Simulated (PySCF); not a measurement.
Compound: methyl acrylate, C₄H₆O₂.
Numbering: `[CH2:1]=[CH:2][C:3](=[O:4])[O:5][CH3:6]` (hydrogens: H7, H8 on C1; H9 on C2; H10, H11, H12 on C6)

Geometry (GFN2-xTB, Å), atoms numbered from 1 in this order:
```xyz
12
C4H6O2 angstrom
C      2.4712   -0.3573    0.1855
C      1.2215   -0.7583    0.0052
C      0.0934    0.1943    0.0851
O      0.1847    1.3753    0.3090
O     -1.0755   -0.4321   -0.1263
C     -2.2379    0.3799   -0.0740
H      2.6816    0.6792    0.3945
H      3.3077   -1.0328    0.1317
H      0.9525   -1.7818   -0.2068
H     -2.3330    0.8441    0.9099
H     -2.1852    1.1682   -0.8280
H     -3.0798   -0.2796   -0.2678
```

Computed with TDDFT CAM-B3LYP/def2-SVPD, vertical, gas phase, core orbitals frozen in the response (PySCF 2.14.0, density-fitted response routines).

Computed states:

```
state  E (eV)       f
   S1    5.12  0.0001
   S2    6.53   0.327
   S3    7.07   0.151
   S4    7.58  0.0009
   S5    8.08   0.042
   S6    8.10   0.044
   S7    8.13  0.0022
   S8    8.55   0.020
```

Broadening: Gaussians 0.25 eV wide at half height, area fixed by f = 4.319×10⁻⁹ ∫ε dν̃. The width is an assumption, not a result. The curve ends short of the highest state used, and states not computed would add to its high-energy end.

Question: What does the envelope look like, and where are its maxima?

Answer: 
E (eV), ε (L mol⁻¹ cm⁻¹) and a bar:
```
     4.75          0 
     4.89          1 
     5.03          5 
     5.17          7 
     5.31          2 
     5.45          0 
     5.59          0 
     5.72          0 
     5.86          0 
     6.00          0 
     6.14         48 
     6.28       2438 ##
     6.42      21537 ###################
     6.56      33432 ##############################
     6.70       9155 ########
     6.84       1989 ##
     6.98      11369 ##########
     7.12      14624 #############
     7.26       3308 ###
     7.40        155 
     7.53         93 
     7.67         75 
     7.81        287 
     7.95       3831 ###
```

Maxima: 242 nm (5.13 eV), ε about 7.6, made up of S1 (100%); 190 nm (6.53 eV), ε about 35000, made up of S2 (100%); 175 nm (7.07 eV), ε about 16000, made up of S3 (100%); 164 nm (7.58 eV), ε about 100, made up of S4 (100%) (ε in L mol⁻¹ cm⁻¹; maxima over ε = 5, shares over 10%). At its high-energy end, 7.95 eV, the curve is still rising (ε about 3800, from S5 and S6).

Question: Coming from long wavelengths, where does ε first pass 100 L mol⁻¹ cm⁻¹?

Answer: At about 201 nm (6.16 eV), 1.04 eV above S1.

Question: What would ε be at 6.53 eV, the highest of these maxima, with half the width (0.125 eV)?

Answer: About 70200 L mol⁻¹ cm⁻¹ against 35300, a factor of about 1.99; a lone state at its own centre would give exactly 2.

Question: On this curve, what absorbance would a 10⁻⁵ mol/L sample give at 193 nm over a 1 cm path?

Answer: 193 nm is 6.424 eV, where ε is about 22000 L mol⁻¹ cm⁻¹, so A = ε c l ≈ 0.22 (Beer–Lambert, with the gas-phase spectrum and the assumed width).

One conformer stands for the species.
